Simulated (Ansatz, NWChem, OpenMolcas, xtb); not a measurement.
## Loss of H2: CH5N → CH3N + H2

Species: CH5N (methylamine) `CN`, singlet; CH3N (methanimine) `C=N`, singlet; H2 (hydrogen), singlet. 

Shapes, held fixed at every level: PBE0-D4/def2-TZVP. Programs: Ansatz 0.2.0, NWChem 7.3.0, OpenMolcas 26.06, xtb 6.7.1. A level may come from different programs for different species; with the same settings they agree closely. The zero-point and thermal change to 298 K, harmonic and unscaled (PBE0-D4/def2-TZVP), is -29.6 kJ/mol.

```json
{"level": "GFN0-xTB", "kind": "semi-empirical", "ΔH(298 K) (kJ/mol)": "-60.7", "less CCSD(T)/CBS estimate": "-172.2"}
{"level": "SPW92/def2-TZVPP", "kind": "LDA", "ΔH(298 K) (kJ/mol)": "+152.2", "less CCSD(T)/CBS estimate": "+40.7"}
{"level": "r2SCAN-D4/def2-TZVPP", "kind": "meta-GGA", "ΔH(298 K) (kJ/mol)": "+117.4", "less CCSD(T)/CBS estimate": "+5.9"}
{"level": "B3LYP/6-31G* (Cartesian functions)", "kind": "global hybrid", "ΔH(298 K) (kJ/mol)": "+102.9", "less CCSD(T)/CBS estimate": "-8.6"}
{"level": "B3LYP-D4/def2-TZVPP", "kind": "global hybrid", "ΔH(298 K) (kJ/mol)": "+106.6", "less CCSD(T)/CBS estimate": "-4.9"}
{"level": "r2SCAN0-D4/def2-TZVPP", "kind": "global hybrid", "ΔH(298 K) (kJ/mol)": "+129.8", "less CCSD(T)/CBS estimate": "+18.3"}
{"level": "wB97M-V/def2-TZVPP", "kind": "range-separated hybrid", "ΔH(298 K) (kJ/mol)": "+115.2", "less CCSD(T)/CBS estimate": "+3.7"}
{"level": "CCSD(T)/CBS estimate", "kind": "coupled cluster or CI", "ΔH(298 K) (kJ/mol)": "+111.5", "less CCSD(T)/CBS estimate": "0.0"}
```

The highest level, CCSD(T)/CBS estimate, gives ΔH(298 K) = +111.5 kJ/mol; the levels span -60.7 to +152.2. They disagree on the sign: 7 of 8 are positive. GFN0-xTB strays far from the other rows. The column of differences is taken from that level and isn't an error. No measured value is set beside it here. The CBS estimate extrapolates MP2 from def2-TZVPP and def2-QZVPP and adds CCSD(T) − MP2 in the triple-zeta set, cores frozen; for H2 it overshoots the exact energy by about 1 mEh.
